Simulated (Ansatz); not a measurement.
Results of r²SCAN0 (Ansatz, an electronic-structure program, PAW) for bcc Li.

Input file:

Ansatz 0.2 input:
```yaml
crystal:
  lattice:
    - [-1.7576323174, 1.7576323174, 1.7576323174]
    - [1.7576323174, -1.7576323174, 1.7576323174]
    - [1.7576323174, 1.7576323174, -1.7576323174]
  atoms:
    - { symbol: Li, position: [0.0, 0.0, 0.0] }
basis:
  ecutwfc: 520
  ecutrho_ratio: 4
  xc_grid: 3
kpoints:
  mp_grid: { grid: [14, 14, 14] }
hamiltonian:
  xc: r2scan0
  dispersion: none
  pseudopotentials: { kind: paw }
scf:
  occupations: { method: fermi_dirac, width: 0.05 }
  convergence: { dr2_threshold: 0.0000000001 }
output:
  forces: false
  stress: true
  eigenvalues: true
```

How many irreducible k-points, plane waves at Γ does the program set up, and what pressure does the run end with?

104 irreducible k-points, 603 plane waves at Γ; P = -0.24 GPa, so the cell is stretched on average and its volume would shrink at this level.

Excerpt of the program's output:

```
WARN output.stress: scf.exx.energy_threshold = 1e-6 eV is looser than the 1e-8 eV advised for a stress under a hybrid functional (1e-8 eV for each atom of the …
Crystal: 1 atoms, lattice volume = 21.719 Å³
Basis set: ecut = 520 eV, 603 PW (Γ), exchange–correlation on 72×72×72 points (27 copies of the dense FFT grid, shifted against one another)
Bands: 6, of which v1, the nominal top of the filled ones, is band 2 counted from 1 (1 counted from 0)
Symmetry: 48 space group operations
Space group: Im-3m (ITA 229), of the structure as read, at distance tolerance 2.8e-5 Å
k-points: 104 of 2744
Functional: x = r2scan, c = r2scan; τ floored in thin density (d = 2e-4 eV/Å³), warm-up for x = 0.75 r2scan + 0.25 exact, c = r2scan; τ floored in thin density (d = 2e-4 eV/Å³)
SCF iter   1: F=—  HF=-205.133766 eV  |F-HF|=—  |Δ(HF+E_count)|=         —  Δρ=2.20e-3  dr2=3.09e-4  dr2_τ=2.79e-4
SCF iter   2: F=—  HF=-205.133669 eV  |F-HF|=—  |Δ(HF+E_count)|=   9.73e-5  Δρ=1.02e-3  dr2=7.72e-5  dr2_τ=7.10e-6
  ...
SCF 1 converged in 6 iterations: F = -205.133689 eV  dr2 = 3.26e-12
Crystal: 1 atoms, lattice volume = 21.719 Å³
Initial density: handed on by an earlier stage of this run
Functional: x = 0.75 r2scan + 0.25 exact, c = r2scan; τ floored in thin density (d = 2e-4 eV/Å³)
Crystal: 1 atoms, lattice volume = 21.719 Å³
SCF 3 converged in 8 iterations: F = -205.082996 eV  dr2 = 9.19e-11
Crystal: 1 atoms, lattice volume = 21.719 Å³
SCF iter   2: F=—  HF=-205.082995 eV  |F-HF|=—  |Δ(HF+E_count)|=   1.15e-9  Δρ=9.98e-8  dr2=3.94e-10  dr2_τ=1.18e-13
SCF iter   3: F=-205.082995 eV  HF=-205.082995 eV  |F-HF|=8.53e-13  |Δ(HF+E_count)|=   3.29e-9  Δρ=1.64e-7  dr2=4.28e-11  dr2_τ=5.81e-13
SCF 4 converged in 3 iterations: F = -205.082995 eV  dr2 = 4.28e-11
Free energy (F): -205.082995 eV
Internal energy: -205.080850 eV  (E = F + TS)
E sigma→0 (E₀):  -205.081923 eV
Fermi energy:    0.854022 eV
--- Stress (GPa, compression-positive) ---
       -0.240257      -0.000000       0.000000
        0.000000      -0.240257       0.000000
       -0.000000       0.000000      -0.240257
  P = ⅓ Tr σ = -0.2403 GPa (-2.403 kbar)
```

The cell is one volume of an energy–volume scan, off the minimum.

The PAW data were made under PBE.

Note: the run warned that the count of filled bands differs between k points.

The result took about 2.1 core-minutes (a rough figure).
